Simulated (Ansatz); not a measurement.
A calculation with Ansatz (development build ahead of 0.2.0).

```yaml
crystal:
  periodic: [false, false, false]
  atoms:
    - { symbol: C, position_ang: [0.3755, -1.2317, 0.1529] }
    - { symbol: C, position_ang: [-0.1567, 0.1401, 0.54] }
    - { symbol: C, position_ang: [-0.2366, 1.1075, -0.6316] }
    - { symbol: H, position_ang: [0.4227, -1.9104, 1.0185] }
    - { symbol: H, position_ang: [-0.2636, -1.7084, -0.6084] }
    - { symbol: H, position_ang: [1.3911, -1.1619, -0.2701] }
    - { symbol: H, position_ang: [0.4824, 0.5722, 1.3297] }
    - { symbol: H, position_ang: [-1.1567, 0.0309, 0.9946] }
    - { symbol: H, position_ang: [-0.6244, 2.0907, -0.3234] }
    - { symbol: H, position_ang: [0.755, 1.2689, -1.0854] }
    - { symbol: H, position_ang: [-0.8997, 0.7224, -1.4236] }
basis:
  gaussian: { orbitals: def2-SVP }
magnetization:
  spin_polarized: true
  initial_magnetization: 2
hamiltonian:
  xc: hf
output:
  forces: true
```

The input is written out in the form of the current development build from the run's settings.

The run gave:

```
Converged                       : yes
Total energy                    : -117.81803 hartree
Spin squared of the determinant : 2.008
Stability test                  : minimum
```

Forces (eV/Å):
```tsv
atom	Fx	Fy	Fz
C1	1.439	0.165	1.117
C2	-8.584	-5.969	-11.098
C3	1.179	1.157	0.784
H4	-0.033	0.258	-0.175
H5	-0.136	0.500	0.245
H6	-0.322	0.010	0.148
H7	5.812	3.884	7.045
H8	0.770	0.620	1.248
H9	0.111	-0.292	0.010
H10	-0.302	-0.065	0.174
H11	0.065	-0.268	0.503
```

Caution: another spin multiplicity may lie lower; the determinant breaks the point group.
